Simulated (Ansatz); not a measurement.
# ZnSb (Pbca, No. 61)

Computed with PBEsol (plane waves, PAW; Ansatz, a first-principles code).

Numerical settings: plane-wave cutoff 520 eV, 6×4×4 k mesh (along the axes of the cell as run), scalar-relativistic PAW data made under PBE.

Cell: relaxed at this level.

- Voigt–Reuss–Hill bulk modulus: 56.6 GPa
- polycrystal shear modulus (Hill average): 31.6 GPa
- Young modulus: 80.0 GPa
- Poisson ratio: 0.265

Elastic constants are with the ions relaxed.

Spin–orbit coupling is not included.

Computed values are for the static lattice.
